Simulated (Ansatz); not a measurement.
This script drives Ansatz's Python interface.

`c2h6fn_freq.py`
```python
"""Harmonic frequencies of C2H6FN at its relaxed geometry."""

import itertools

import ansatz as az
from ase import Atoms
from ase.data import atomic_numbers, covalent_radii
from ase.thermochemistry import IdealGasThermo
import numpy as np

atoms = Atoms(["C", "N", "C", "F", "H", "H", "H", "H", "H", "H"], positions=[
    (-0.6895, 0.8629, 0.2825),
    (0.6052, 0.4312, -0.0202),
    (0.6124, -1.0148, -0.0409),
    (-0.0327, -1.4384, -1.0728),
    (-1.4595, 0.5535, -0.492),
    (-1.0655, 0.6022, 1.2636),
    (-0.7205, 2.0044, 0.2645),
    (0.898, 0.7541, -0.9661),
    (0.2646, -1.4375, 0.9415),
    (1.6706, -1.3688, -0.157),
])
geometry = az.Crystal.molecule_from_ase(atoms)

job = geometry.calculation().basis(gaussian="def2-SVP").functional("r2scan")
symbols = [site.symbol for site in geometry.cartesian_sites]
start = np.array([site.position_ang for site in geometry.cartesian_sites], dtype=float)
rep = job.relax(force_tolerance=0.003).run(threads=1, pin="off").report
end = np.array(rep["positions_ang"])

# pairs closer than 1.2 times the sum of covalent radii, before or after
radius = [covalent_radii[atomic_numbers[s]] for s in symbols]
span = lambda where, i, j: np.linalg.norm(where[i] - where[j])
bonded = [(i, j) for i, j in itertools.combinations(range(len(symbols)), 2) if min(span(start, i, j), span(end, i, j)) < 1.2 * (radius[i] + radius[j])]
print("pair        before    after (A)")
for i, j in bonded:
    print(f"{symbols[i]}{i}-{symbols[j]}{j}".ljust(10), f"{span(start, i, j):8.4f} {span(end, i, j):8.4f}")

# same settings at the minimum
minimum = az.Crystal.molecule()
for symbol, place in zip(symbols, end):
    minimum = minimum.atom(symbol, place.tolist())
vibrating = minimum.calculation()
vibrating = vibrating.basis(gaussian="def2-SVP")
vibrating = vibrating.functional("r2scan")
vibrating = vibrating.phonons(temperatures=(100, 500, 100))
vib = vibrating.run(threads=1, pin="off").report["vibrations"]
sums = vib["harmonic_sums"]
modes = [m["omega_inv_cm"] for m in sums["modes_at_gamma"] if m["rigid_motion"] == "no"]
print("frequencies (1/cm):", " ".join(f"{w:.0f}" for w in modes))
print("imaginary modes:", sum(w < 0 for w in modes), " zero-point energy:", round(sums["zero_point_energy_ev"], 4), "eV")
# rigid rotor and ideal gas, symmetry number taken as one
gas = IdealGasThermo(vib_energies=[w / 8065.544 for w in modes if w > 0], geometry="linear" if len(modes) == 3 * len(symbols) - 5 else "nonlinear",
                     atoms=Atoms(symbols, positions=end), symmetrynumber=1, spin=0.0)
print(f"H(298 K) - E = {gas.get_enthalpy(298.15, verbose=False):.4f} eV")
print(f"S(298 K, 1 bar) = {96485.33 * gas.get_entropy(298.15, 1e5, verbose=False):.1f} J/(mol K) with symmetry number 1")
```

It is started by `python c2h6fn_freq.py`. Estimate its wall time and peak memory on 1 thread of AMD EPYC 9R45 96-Core Processor (Zen 5), with other jobs on the host.

It took about 81 s, with a peak of 0.3 GiB, for 2 runs of the engine.

```console
$ python c2h6fn_freq.py
pair        before    after (A)
C0-N1        1.3979   1.4533
C0-H4        1.1351   1.1071
C0-H5        1.0825   1.1025
C0-H6        1.1421   1.1002
N1-C2        1.4462   1.4034
N1-H7        1.0415   1.0187
C2-F3        1.2886   1.4107
C2-H8        1.1246   1.1044
C2-H9        1.1219   1.1027
frequencies (1/cm): 173 190 370 551 724 943 980 1025 1139 1212 1251 1311 1401 1434 1461 1478 1484 1521 2994 3036 3087 3110 3134 3551
imaginary modes: 0  zero-point energy: 2.3284 eV
H(298 K) - E = 2.4864 eV
S(298 K, 1 bar) = 291.5 J/(mol K) with symmetry number 1
```

The frequencies are harmonic and unscaled, in a modest basis. The result belongs to the one conformer reached from this start, and soft torsions count as harmonic oscillators. The entropy takes a symmetry number of 1; a symmetric molecule's is lower by R ln(sigma).

(Lines on the test bed's own set-up are left out of the output.)
